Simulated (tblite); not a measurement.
Task: Write Cartesian coordinates for `CCN1[CH]C=C1` [radical] as optimised with GFN2-xTB. (Doublet state.)

Result: 
```
atom  x, y, z in Å
C1     1.5936    0.5721    0.3476
C2     0.9477   -0.8107    0.2275
N3    -0.4694   -0.7711   -0.0293
C4    -1.4211   -0.1002    0.7941
C5    -2.0574    0.4694   -0.3116
C6    -1.0728   -0.0874   -1.1291
H7     2.6616    0.4770    0.5253
H8     1.4388    1.1397   -0.5680
H9     1.1490    1.1249    1.1728
H10    1.0972   -1.3718    1.1552
H11    1.4135   -1.3675   -0.5915
H12   -1.5198   -0.1496    1.8585
H13   -2.9723    0.9973   -0.4733
H14   -0.7893   -0.1226   -2.1603
```

Any rigid rotation of these coordinates is as good. Atoms count from 1 in this order. The 4-membered ring N3–C4–C5–C6 has internal angles of 86.4° to 92.2°; it is almost planar, 0.03 Å rms from its mean plane, widest ring torsion 5°. C5 (carbon bonded to 2 C and H) is planar (angles 135.4°, 135.3° and 88.8°, sum 359.6°, 0.04 Å off the plane of its three neighbours). Of the pairs four or more bonds apart, C6···H8 is among the closest relative to their van der Waals radii: 2.85 Å, 98 % of the sum of Bondi's values. C4 (carbon bonded to C, N and H) is planar (angles 139.8°, 127.9° and 92.2°, sum 359.9°, 0.02 Å off the plane of its three neighbours).

Bonds between heavy atoms (Å): C1–C2 1.531, C2–N3 1.441, N3–C4 1.426, C4–C5 1.397, C5=C6 1.396, N3–C6 1.429.

The geometry is computed with GFN2-xTB (gas phase). This method treats the open shell by occupation alone, without spin polarisation.

Point group: Cs (every atom within 0.08 Å of its image). Its GFN2-xTB frequencies are all real (lowest 61 cm⁻¹). Torsions: C1–C2–N3–C4 -56°.

Time: 0.23 s wall. Hardware: one thread, Arm Neoverse V2 (aarch64), shared host with 96 logical CPUs at a one-minute load of 83. These figures are those of the optimisation.

One conformer stands for the species.
